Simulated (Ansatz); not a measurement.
# SiO+ (doublet): the correlation ladder, cc-pVTZ

One table from this session's results is given with a row withheld; the runs are named, their logs left out.

Method: cc-pVTZ, core rule «outside noble gas», up to 6 orbitals frozen; program: Ansatz 0.2.0, Gaussian basis.

To be run: UHF; CCSD(T) on ROHF; CCSD(T) on UHF; BCCD(T) on ROHF; CISD; CCSDT(Q) on ROHF; CCSDT(Q) on UHF; CASSCF and MRCISD+Q, 9 electrons in 8 orbitals; CASSCF and NEVPT2, 9 electrons in 8 orbitals.

21 further runs of the same task are left out: 7 that didn't finish, 14 set aside as unsound or not needed.

## What is computed

The geometry is a PBE0/def2-TZVP stationary point (not a proven minimum) of the parent state, kept for this charge and spin.

2 atoms, charge 1, spin multiplicity 2.

Atoms are counted from 1 here; the program's logs count them from 0.

Bond lengths: Si1–O2 1.724 Å.

Set-up of the first run:

File in.yaml:

```yaml
crystal:
  periodic: [false, false, false]
  atoms:
    - {symbol: Si, position_ang: [0.000000, 0.000000, 0.000000]}
    - {symbol: O, position_ang: [0.000000, 0.000000, 1.723500]}
basis:
  gaussian: {orbitals: cc-pVTZ}
total_charge: 1
magnetization: {spin_polarized: true, initial_magnetization: 1}
hamiltonian: {xc: hf}
output: {orbitals: {seedname: orbitals}}
```

Started as:

```sh
> ansatz run in.yaml --threads 1 --pin off --events-out ev --progress --plain --max-ram 2393MiB
```

Among the steps run: UHF; CCSD(T) on ROHF; CCSD(T) on UHF; BCCD(T) on ROHF; CISD; CCSDT(Q) on ROHF; CCSDT(Q) on UHF; CASSCF and MRCISD+Q, 9 electrons in 8 orbitals; CASSCF and NEVPT2, 9 electrons in 8 orbitals.

One table of the session follows, with a row left open; its other results are not shown here.

```
          method  from UCCSDT(Q) (meV)
            ROHF               +7983.1
             UHF               +7856.5
            RMP2                +953.9
            UMP2                +962.0
            CISD                +835.4
           RCCSD                +338.3
           UCCSD                +335.2
        RCCSD(T)                 +46.8
        UCCSD(T)                 +46.6
         BCCD(T)                 +46.2
          RCCSDT                 +19.9
          UCCSDT                 +18.8
       RCCSDT(Q)                  +6.5
       UCCSDT(Q)                     0
  CASSCF valence               +5651.3
  NEVPT2 valence               +1109.9
  MRCISD valence                     ?
MRCISD+Q valence                 +94.1
```

Q: Estimate the row for MRCISD valence from the others.

**Answer.** from UCCSDT(Q) (meV): +402.2. In the column «from UCCSDT(Q) (meV)» it lies between RCCSD (+338.3) and CISD (+835.4).

Limits of these values: Restricted and unrestricted rows rest on different reference determinants; where their highest levels disagree by more than a few hundredths of an eV, they describe different states and don't form one ladder.
